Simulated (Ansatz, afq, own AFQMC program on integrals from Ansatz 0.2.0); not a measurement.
AFQMC on a folder of integrals that Ansatz 0.2.0 wrote.

```yaml
crystal:
  periodic: [false, false, false]
  atoms:
    - {symbol: Ge, position_ang: [0.000000, 0.000000, 0.000000]}
    - {symbol: H, position_ang: [0.000000, 0.000000, 2.196000]}
basis:
  gaussian: {orbitals: cc-pVTZ}
total_charge: 1
magnetization: {spin_polarized: false}
correlation: {method: ccsd_t, electrons: outside_noble_gas, hamiltonian_folder: ham}
```

```sh
$ ansatz run in.yaml --threads 1 --pin off --events-out ev --progress --plain --max-ram 1382MiB
```

Options of the walk:

```
--method phaseless --trial hf --walkers 120 --populations 1 --least-time 40 --time-step 0.005 --steps-per-block 20 --equilibration-blocks 160 --max-blocks 600 --target-error 0.00144 --factor-cut 1e-05 --seed 359 --taylor-order 6
```

Times are imaginary, in 1/Eh. The walk had a cap of 1086 s. Filled inner d shells are frozen with the cores.

Log:

```
orbitals 43  electrons 2 2  factors 292 of 357
reference energy -2075.60843140 Eh
CCSD correlation -0.09574669 Eh in 10 cycles, weight of the determinant in the CISD state 0.8956
energy of the start -2075.608431 Eh
 block  time / (1/Eh)  mean weight  energy / Eh
     1     0.100  1.0000  -2075.620390
     2     0.200  1.0004  -2075.630134
     3     0.300  1.0003  -2075.637472
     4     0.400  1.0000  -2075.642254
     5     0.500  1.0006  -2075.649052
     8     0.800  1.0013  -2075.662650
    17     1.700  0.9998  -2075.678663
    65     6.500  0.9999  -2075.708696
   113    11.300  0.9993  -2075.702837
   161    16.100  1.0009  -2075.722394
   209    20.900  1.0009  -2075.687220
   225    22.500  0.9986  -2075.671903
   257    25.700  1.0001  -2075.695272
   305    30.500  1.0015  -2075.700053
   337    33.700  0.9996  -2075.735429
   353    35.300  0.9988  -2075.698251
   401    40.100  0.9986  -2075.709989
   449    44.900  0.9993  -2075.700012
   497    49.700  1.0005  -2075.707315
   545    54.500  0.9996  -2075.693283
   593    59.300  0.9993  -2075.694239
   641    64.100  1.0001  -2075.709568
   657    65.700  0.9996  -2075.692801
blocks merged  error / Eh  count
     1  0.000550  500
     2  0.000701  250
     4  0.000903  125
     8  0.001169  62
    16  0.001409  31
    32  0.001655  15
energy -2075.703006 +/- 0.001409 Eh
(rows thinned)
```

The run passed its tests (sampling time, drift between the halves within three errors, error under three times the target), which doesn't prove that it has relaxed.

Against this walk (error 38.3 meV) on the same determinant: CCSD(T) 95.2 meV lower, CCSDT(Q) 112.1 meV lower, full CI for this spin (own frozen core, lowest symmetry allowed) 112.6 meV lower, a separate phaseless walk with a CISD trial and standard settings 102.0 ± 39.1 meV lower. The error is statistical and leaves out the bias of the constraint.

Cautions: constraint bias not in the error; no relativity below Rb; no spin-orbit coupling; inner d shell frozen; higher spins were not checked; restricted determinant unstable towards unrestricted (UHF 112 meV lower, ⟨S²⟩ 0.35); strong correlation (T1 0.021, weight of the determinant 0.90, largest double 0.20); the bias of populations of 120 walkers isn't removed.

The walk took 2 min on 1 thread of Arm Neoverse V1, on a shared host. The log's last line is the phaseless energy.

CCSDT and higher add their correlation energy to the determinant of the CCSD(T) run, since their own runs factorise the integrals more tightly (a shift of under 2 meV). A walk keeps the symmetry of its determinant, which the program's search chose and which needn't be the lowest solution, so a lower state of the same spin and another symmetry isn't excluded.
